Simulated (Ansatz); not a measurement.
Caesium, bcc: convergence with Gaussian smearing

Computed with Ansatz, PBE, scalar-relativistic PAW, on the relaxed cell (a = 6.154 Å; spin not included). Errors count from a run at 420 eV on a Γ-centred 12×12×12 mesh with Fermi-Dirac smearing of 0.1 eV, extrapolated to zero width. Fixed here: cutoff 420 eV, mesh 7×7×7. The SCF starts from atomic densities corrected by a trained network.

| width (eV) | E(σ→0) error (meV/atom) | F error (meV/atom) | P (GPa) | SCF iterations |
| --- | --- | --- | --- | --- |
| 0.01 | -0.9 | -1.0 | 0.01 | 6 |
| 0.03 | -1.2 | -1.6 | 0.01 | 6 |
| 0.1 | -1.8 | -5.4 | 0.00 | 6 |
| 0.2 | -2.9 | -14.6 | 0.00 | 6 |
| 0.3 | -2.8 | -29.3 | 0.00 | 6 |
| 0.6 | -4.0 | -107.9 | 0.02 | 6 |
| 1.0 | -10.2 | -290.6 | 0.06 | 6 |
